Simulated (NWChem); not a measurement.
All runs are NWChem calculations. System: dimethyl sulfide (C2H6S), charge 0, spin multiplicity 1, at a geometry optimised with PBE0/def2-SVP. Level: CR-CCSD(T)/6-311G** (spherical d), 7 core orbitals frozen.

Output (cleaned and shortened):

```
             Northwest Computational Chemistry Package (NWChem) 7.3.0
             --------------------------------------------------------

                                NWChem Input Module
                                -------------------

 Scaling coordinates for geometry "geometry" by  1.889725989
 (inverse scale =  0.529177249)

 Turning off AUTOSYM since
 SYMMETRY directive was detected!

                             Geometry "geometry" -> ""
                             -------------------------

 Output coordinates in angstroms (scale by  1.889725989 to convert to a.u.)

  No.       Tag          Charge          X              Y              Z
 ---- ---------------- ---------- -------------- -------------- --------------
    1 C                    6.0000    -1.37909100     0.00000000     0.50694600
    2 S                   16.0000     0.00000000     0.00000000    -0.65474700
    3 C                    6.0000     1.37909100     0.00000000     0.50694600
    4 H                    1.0000    -1.37421300     0.89900700     1.14293500
    5 H                    1.0000    -2.30229500     0.00000000    -0.08957200
    6 H                    1.0000    -1.37421300    -0.89900700     1.14293500
    7 H                    1.0000     1.37421300     0.89900700     1.14293500
    8 H                    1.0000     2.30229500     0.00000000    -0.08957200
    9 H                    1.0000     1.37421300    -0.89900700     1.14293500

 Effective nuclear repulsion energy (a.u.)     110.7294865103

            Nuclear Dipole moment (a.u.)
            ----------------------------
        X                 Y               Z
 ---------------- ---------------- ----------------
     0.0000000000     0.0000000000    -0.0000075589

      Symmetry information
      --------------------

 Group name             C2v
 Group number             16
 Group order               4
 No. of unique centers     4

      Symmetry unique atoms

     1    2    4    5


 Summary of "ao basis" -> "" (spherical)
 ------------------------------------------------------------------------------
       Tag                 Description            Shells   Functions and Types
 ---------------- ------------------------------  ------  ---------------------
 *                          6-311g**                  on all atoms

 Summary of "ao basis" -> "ao basis" (spherical)
 ------------------------------------------------------------------------------
       Tag                 Description            Shells   Functions and Types
 ---------------- ------------------------------  ------  ---------------------
 C                          6-311g**                 8       18   4s3p1d
 S                          6-311g**                12       26   6s5p1d
 H                          6-311g**                 4        6   3s1p

                                 NWChem SCF Module
                                 -----------------

  ao basis        = "ao basis"
  functions       =    98
  atoms           =     9
  closed shells   =    17
  open shells     =     0
  charge          =   0.00
  wavefunction    = RHF
  use symmetry    = T
  symmetry adapt  = T

 Summary of "ao basis" -> "ao basis" (spherical)
 ------------------------------------------------------------------------------
       Tag                 Description            Shells   Functions and Types
 ---------------- ------------------------------  ------  ---------------------
 C                          6-311g**                 8       18   4s3p1d
 S                          6-311g**                12       26   6s5p1d
 H                          6-311g**                 4        6   3s1p

      Symmetry analysis of basis
      --------------------------

        a1         37
        a2         13
        b1         30
        b2         18

 Forming initial guess at       0.0s

      Superposition of Atomic Density Guess
      -------------------------------------

 Sum of atomic energies:        -475.81483263

      Non-variational initial energy
      ------------------------------

 Total energy =    -477.383424
 1-e energy   =    -872.720373
 2-e energy   =     284.607463
 HOMO         =      -0.261899
 LUMO         =       0.051444
[...]
   Bfn.  Coefficient  Atom+Function         Bfn.  Coefficient  Atom+Function
  ----- ------------  ---------------      ----- ------------  ---------------
    10      1.266917  1 C  s                 54      1.266917  3 C  s
    65     -0.729969  4 H  s                 77     -0.729969  6 H  s
    83     -0.729969  7 H  s                 95     -0.729969  9 H  s
    71     -0.485052  5 H  s                 89     -0.485052  8 H  s
    13      0.270855  1 C  pz                57      0.270855  3 C  pz

 Vector   19  Occ=0.000000D+00  E= 1.524449D-01  Symmetry=b1
              MO Center= -2.7D-14, -5.7D-17, -3.1D-01, r^2= 7.2D+00
   Bfn.  Coefficient  Atom+Function         Bfn.  Coefficient  Atom+Function
  ----- ------------  ---------------      ----- ------------  ---------------
    10      1.277194  1 C  s                 54     -1.277194  3 C  s
    37      0.880988  2 S  px                71     -0.466594  5 H  s
    89      0.466594  8 H  s                 65     -0.353692  4 H  s
    77     -0.353692  6 H  s                 83      0.353692  7 H  s
    95      0.353692  9 H  s                 34      0.263284  2 S  px

 Vector   20  Occ=0.000000D+00  E= 1.867816D-01  Symmetry=a1
              MO Center= -3.3D-16,  7.8D-17, -9.7D-01, r^2= 6.9D+00
   Bfn.  Coefficient  Atom+Function         Bfn.  Coefficient  Atom+Function
  ----- ------------  ---------------      ----- ------------  ---------------
    39      1.226124  2 S  pz                24      1.207705  2 S  s
    71     -0.879764  5 H  s                 89     -0.879764  8 H  s
    11     -0.785716  1 C  px                55      0.785716  3 C  px
    10     -0.516241  1 C  s                 54     -0.516241  3 C  s
    65      0.224754  4 H  s                 77      0.224754  6 H  s

 center of mass
 --------------
 x =   0.00000000 y =   0.00000000 z =  -0.13223857

 moments of inertia (a.u.)
 ------------------
         100.385466897934           0.000000000000           0.000000000000
           0.000000000000         317.092965258256           0.000000000000
           0.000000000000           0.000000000000         239.977634945291

  Mulliken analysis of the total density
  --------------------------------------

    Atom       Charge   Shell Charges
 -----------   ------   -------------------------------------------------------
    1 C    6     6.39   1.10  0.89  0.57  0.71  1.57  0.51  0.97  0.06
    2 S   16    15.95   0.77  1.19  0.95  1.04  1.05  0.89  1.85  4.06  0.98  2.59  0.52  0.08
    3 C    6     6.39   1.10  0.89  0.57  0.71  1.57  0.51  0.97  0.06
    4 H    1     0.88   0.26  0.51  0.09  0.02
    5 H    1     0.87   0.26  0.50  0.08  0.03
    6 H    1     0.88   0.26  0.51  0.09  0.02
    7 H    1     0.88   0.26  0.51  0.09  0.02
    8 H    1     0.87   0.26  0.50  0.08  0.03
    9 H    1     0.88   0.26  0.51  0.09  0.02

       Multipole analysis of the density wrt the origin
       ------------------------------------------------

     L   x y z        total         open         nuclear
     -   - - -        -----         ----         -------
     0   0 0 0      0.000000      0.000000     34.000000

     1   1 0 0      0.000000      0.000000      0.000000
     1   0 1 0     -0.000000      0.000000      0.000000
     1   0 0 1      0.701878      0.000000     -0.000008

     2   2 0 0    -18.122350      0.000000    146.333909
     2   1 1 0      0.000000      0.000000      0.000000
     2   1 0 1      0.000000      0.000000     -0.000000
     2   0 2 0    -21.756643      0.000000     11.544731
     2   0 1 1     -0.000000      0.000000      0.000000
     2   0 0 2    -21.668157      0.000000     54.224030

                   NWChem Extensible Many-Electron Theory Module
                   ---------------------------------------------


            General Information
            -------------------
      Number of processors :     1
         Wavefunction type : Restricted Hartree-Fock
          No. of electrons :    34
           Alpha electrons :    17
            Beta electrons :    17
           No. of orbitals :   196
            Alpha orbitals :    98
             Beta orbitals :    98
        Alpha frozen cores :     7
         Beta frozen cores :     7
     Alpha frozen virtuals :     0
      Beta frozen virtuals :     0
         Spin multiplicity : singlet
    Number of AO functions :    98
       Number of AO shells :    52
        Use of symmetry is : on
      Symmetry adaption is : on
         Schwarz screening : 0.10D-09

          Correlation Information
          -----------------------
          Calculation type : Coupled-cluster singles & doubles w/ perturbation
   Perturbative correction : Completely renormalized (T)
            Max iterations :      100
        Residual threshold : 0.10D-05
     T(0) DIIS level shift : 0.00D+00
     L(0) DIIS level shift : 0.00D+00
     T(1) DIIS level shift : 0.00D+00
     L(1) DIIS level shift : 0.00D+00
     T(R) DIIS level shift : 0.00D+00
     T(I) DIIS level shift : 0.00D+00
   CC-T/L Amplitude update :  5-th order DIIS
                I/O scheme : Global Array Library
        L-threshold :  0.10D-05
        EOM-threshold :  0.10D-05
 no EOMCCSD initial starts read in
 TCE RESTART OPTIONS
 SLICE:      F
 D4D5:       F
 quantumc:   F
 qrotation:  F
 pwtce:      F
 qducc:      F
 nacto:                         0
 nrotv:                         0
 nrot:                          0

            Memory Information
            ------------------
          Available GA space size is     249027196 doubles
          Available MA space size is     104852844 doubles

 Maximum block size supplied by input
 Maximum block size        24 doubles

 tile_dim =     15

 -------------------------------------------------

 Global array virtual files algorithm will be used

 Parallel file system coherency ......... OK

 4-electron integrals stored in orbital form

 v2    file size   =          3366185
 4-index algorithm nr.  13 is used
 imaxsize =       30
 imaxsize ichop =        0


CCSD iterations
 ---------------------------------------------------------
 Iter          Residuum       Correlation     Cpu    Wall
 ---------------------------------------------------------
    1   0.1721216861328  -0.4470979695047     0.5     0.5
    2   0.0483435812479  -0.4795805788216     0.5     0.5
    3   0.0175551044716  -0.4885190708745     0.5     0.5
    4   0.0071577714293  -0.4908717596040     0.5     0.5
    5   0.0031202134885  -0.4917439754095     0.5     0.5
    6   0.0005593288904  -0.4922500157488     0.5     0.5
    7   0.0002067941742  -0.4922839411925     0.5     0.5
    8   0.0000944443740  -0.4922826095382     0.5     0.5
    9   0.0000453273465  -0.4922829034150     0.5     0.5
   10   0.0000228293152  -0.4922833927864     0.5     0.5
   11   0.0000048491856  -0.4922835425722     0.5     0.5
   12   0.0000020887327  -0.4922840405478     0.5     0.5
   13   0.0000010786310  -0.4922841558526     0.5     0.5
   14   0.0000005906302  -0.4922841970614     0.5     0.5
 -----------------------------------------------------------------
 Iterations converged
 CCSD correlation energy / hartree =        -0.492284197061437
 CCSD total energy / hartree       =      -477.272263074655882

 Singles contributions

 Doubles contributions
 CR-CCSD(T)

 CR-CCSD[T]  correction energy / hartree =        -0.012326349015401
 CR-CCSD[T] correlation energy / hartree =        -0.504610546076838
 CR-CCSD[T] total energy / hartree       =      -477.284589423671264
 CR-CCSD(T)  correction energy / hartree =        -0.011990601778195
 CR-CCSD(T) correlation energy / hartree =        -0.504274798839632
 CR-CCSD(T) total energy / hartree       =      -477.284253676434105

 Task  times  cpu:       31.1s     wall:       31.1s

 Total times  cpu:       31.1s     wall:       31.1s
```

### Question
Write an NWChem input that would produce this output.

### Answer
One answer among several that fit: 
```
start mol
memory heap 100 mb stack 700 mb global 1900 mb
geometry units angstroms nocenter noautoz
  C     -1.379091     0.000000     0.506946
  S      0.000000     0.000000    -0.654747
  C      1.379091     0.000000     0.506946
  H     -1.374213     0.899007     1.142935
  H     -2.302295     0.000000    -0.089572
  H     -1.374213    -0.899007     1.142935
  H      1.374213     0.899007     1.142935
  H      2.302295     0.000000    -0.089572
  H      1.374213    -0.899007     1.142935
  symmetry group C2v
end
basis spherical
  * library 6-311g**
end
scf
  rhf
  nopen 0
  maxiter 100
  thresh 1e-7
  semidirect memsize 60000000 filesize 0
end
tce
  freeze core 7
  cr-ccsd(t)
  2eorb
  2emet 13
  thresh 1e-6
  maxiter 100
  tilesize 24
end
task tce energy
```
